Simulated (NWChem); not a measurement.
## Atomisation of ammonia (H3N)

```xyz
4

N      0.0015     0.1216     0.0000
H     -0.4714    -0.2778     0.8105
H     -0.4714    -0.2778    -0.8105
H      0.9323    -0.2953     0.0000
```
Charge 0, spin multiplicity 1.

All runs are NWChem calculations. The geometry was optimised at PBE0/def2-SVP, a minimum by its harmonic frequencies.

Basis set: def2-TZVP. The atomisation energy is electronic alone: no zero-point, thermal, spin-orbit or counterpoise terms. No value is extrapolated to the basis-set limit. Free atoms are single determinants with multiplicities N 4, H 2. Correlated methods freeze the same cores in atoms and molecule, 1 orbitals in all.

The correlated methods keep 1 core orbital frozen. No SCF solution was tested for a lower state. Open-shell Hartree-Fock references start from PBE0 orbitals.

Order these methods by the atomisation energy they give, lowest first: HF, LDA (SVWN5), MP2, PBE0.

HF (197.9 kcal/mol), MP2 (280.2 kcal/mol), PBE0 (292.4 kcal/mol), LDA (SVWN5) (334.2 kcal/mol)
